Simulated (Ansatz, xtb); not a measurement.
**Isomers of H5MgNSi in order of energy**

3 gas-phase structures of H5MgNSi, found in a search over its isomers (lower ones may exist). Each was relaxed with GFN2-xTB:

A. a singlet given by its coordinates
B. a singlet given by its coordinates
C. `N[SiH2][MgH]`, a singlet

B (Å):

```xyz
8

Mg   -1.8362    0.5421    0.4744
N    -1.0020    0.5081    2.1975
Si    0.6914    0.4007    2.1147
H    -2.4855    0.1948   -0.9346
H    -1.3680    0.4834    3.1409
H     1.2566   -0.8740    2.6091
H     0.9667    0.5167    0.6290
H     1.3879    1.4835    2.8384
```

Close contacts (Å): Mg1–N2 1.91, Mg1–Si3 3.02, N2–Si3 1.70, Mg1–H4 1.59, N2–H5 1.01, Si3–H6 1.48, Si3–H7 1.52, Si3–H8 1.48.

A (Å):

```yaml
atoms:
  - { symbol: Mg, position_ang: [-0.5994, -1.4557, 2.0935] }
  - { symbol: N, position_ang: [-0.8430, 0.9152, 1.1066] }
  - { symbol: Si, position_ang: [0.6531, 0.6614, 2.0837] }
  - { symbol: H, position_ang: [-1.4582, 1.6200, 1.4977] }
  - { symbol: H, position_ang: [-0.6572, 1.2171, 0.1562] }
  - { symbol: H, position_ang: [-1.7991, -2.6060, 1.8100] }
  - { symbol: H, position_ang: [0.6514, 1.7867, 3.0692] }
  - { symbol: H, position_ang: [1.7543, 1.1186, 1.1837] }
```

Close contacts (Å): Mg1–N2 2.58, Mg1–Si3 2.46, N2–Si3 1.80, Mg1–H6 1.69, N2–H4 1.01, N2–H5 1.01, Si3–H7 1.50, Si3–H8 1.49.

Make a reasoned guess at their ranking by r2SCAN-D4/def2-SVP single-point energy.

Calculated order at r2SCAN-D4/def2-SVP: B (0.000), A (0.768), C (0.891) eV.

Energies above the lowest of each column, in eV:

```csv
structure,GFN2-xTB,HF/STO-3G,r2SCAN-D4/def2-SVP
B,0.000,0.000,0.000
A,0.402,1.160,0.768
C,0.364,1.233,0.891
```

Every level run on B puts it lowest or level with the lowest. Flexible structures stand in one conformer each, not always the lowest. Frequencies (PBE0-D3(BJ)/def2-SVP) were run for A alone.

Programs: Ansatz 0.2.0, xtb 6.7.1.
